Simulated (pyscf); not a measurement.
HO–P=PH + H₂ → HP=PH + H₂O (four-centre exchange; singlet surface; O–P, H–H broken, H–P, H–O formed). Optimised with ωB97X-D3(BJ)/def2-SVP in PySCF. Energies in eV from the separated reactants.

```
level                   barrier  reaction energy
----------------------  -------  ---------------
ωB97X-D3(BJ)/def2-TZVP     2.22            -0.06
PBE/def2-TZVP              1.81            -0.02
B3LYP-D3(BJ)/def2-TZVP      [?]            -0.05
PBE0-D3(BJ)/def2-TZVP       [?]              [?]
ωB97M-D3(BJ)/def2-TZVP     2.17            -0.09
HF/def2-TZVP               2.96            -0.30
```

### Question
Some entries are withheld; supply them.

### Answer

- B3LYP-D3(BJ)/def2-TZVP, barrier: 2.14
- PBE0-D3(BJ)/def2-TZVP, barrier: 1.95
- PBE0-D3(BJ)/def2-TZVP, reaction energy: -0.11

The functionals in the table span 0.40 eV in this barrier, from PBE to ωB97X-D3(BJ)/def2-TZVP. This is the saddle that the search found; another between the same sides may lie lower.
